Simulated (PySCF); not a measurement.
CHF, optimised at PBE0/def2-TZVP:

```xyz
3

C      0.0477     0.0549     0.0748
F      0.4793     0.1947    -1.1441
H     -0.5998    -0.8634    -0.0035
```

Energies from PySCF (xtb for GFN2), thermal terms from the rigid-rotor harmonic-oscillator model, ideal gas at 1 bar. 6-31G* has spherical d functions here. All species are closed-shell singlets. B3LYP is the form with VWN-RPA correlation. CHF: computed as isolated molecules; such fragments, hydroxides, amides, oligomers or adducts are transient or little studied in the gas.

Q: List the harmonic frequencies (cm⁻¹, unscaled) at this level and at the other levels, each on its own geometry.

A: 
- PBE0/def2-TZVP: 1249, 1443, 2773
- B3LYP/6-31G*: 1231, 1462, 2742
- GFN2-xTB: 1242, 1330, 2760
- HF/6-31G*: 1328, 1576, 3063
- PBE/def2-SVP: 1220, 1399, 2634
